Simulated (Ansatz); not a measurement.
# CH₅S+: energies up the ladder

Wanted for CH₅S+: energies up the ladder. Charge +1.

Program: Ansatz 0.2.0. Level of theory: the levels named in each step. These are calculated values, not measurements.

## (1) The system as given

Bond lengths: C1–S2 1.823 Å, C1–H3 1.088 Å, C1–H4 1.088 Å, C1–H5 1.085 Å, S2–H6 1.355 Å, S2–H7 1.355 Å. Angles: C1–S2–H6 97.9°, C1–S2–H7 97.8°, H6–S2–H7 93.0°, S2–C1–H3 107.8°, S2–C1–H4 107.8°, S2–C1–H5 111.3°, H3–C1–H4 108.8°, H3–C1–H5 110.5°, H4–C1–H5 110.5°.

As a file:

```xyz
7

C    -1.1848   -0.1343    0.3786
S     0.5260    0.0507   -0.2223
H    -1.8037    0.5875   -0.1508
H    -1.5206   -1.1373    0.1249
H    -1.2468    0.0268    1.4502
H     0.8217    1.2094    0.4149
H     1.1362   -0.7064    0.7212
```

## (2) A rough first relaxation, PBE-D4/def2-SVP

input.yaml reads:

```yaml
crystal:
  periodic: [false, false, false]
  atoms:
    - { symbol: C, position_ang: [-1.18484, -0.13426, 0.37857] }
    - { symbol: S, position_ang: [0.52598, 0.05074, -0.22226] }
    - { symbol: H, position_ang: [-1.80372, 0.58748, -0.15083] }
    - { symbol: H, position_ang: [-1.52061, -1.13729, 0.12492] }
    - { symbol: H, position_ang: [-1.24679, 0.02684, 1.45023] }
    - { symbol: H, position_ang: [0.82173, 1.20945, 0.41493] }
    - { symbol: H, position_ang: [1.1362, -0.70642, 0.72123] }
total_charge: 1
basis:
  gaussian: { orbitals: def2-SVP }
hamiltonian:
  xc: pbe
  dispersion: d4
relax:
  f_tol: 0.03
  max_steps: 200
```

Launch:

```bash
ansatz run input.yaml --threads 4 --pin off --max-ram 10240MiB --backend cpu --events-out ev --progress --plain --runs-dir out
```

After this run come: Relaxation, PBE0-D4/def2-TZVPP; Frequencies, PBE0-D4/def2-TZVPP; Single point, PBE-D4/def2-TZVPP; Single point, r2SCAN-D4/def2-TZVPP; Single point, B3LYP-D4/def2-TZVPP; Single point, wB97M-V/def2-TZVPP; Single point, B2PLYP/def2-TZVPP; Single point, LDA/def2-TZVPP; Single point, PBE0-D4/def2-SVP; Single point, PBE-D4/def2-SVP; Single point, CCSD(T)/def2-TZVPP; Single point, CCSD(T)/def2-QZVPP.

Q: Predict the outcome of this session. Wanted: C1–S2 at PBE0-D4/def2-TZVPP; frequencies at PBE0-D4/def2-TZVPP; energy at CCSD(T)/CBS.

**Answer**, as computed:

| quantity | value |
| --- | --- |
| C1–S2 at PBE0-D4/def2-TZVPP | 1.805 Å |
| frequencies at PBE0-D4/def2-TZVPP | 242 to 3211 cm⁻¹ |
| energy at CCSD(T)/CBS | -11932.955 eV |

No mode is imaginary, so the geometry is a minimum. These totals serve in differences with atoms or fragments at the same level; alone they don't rank the methods.
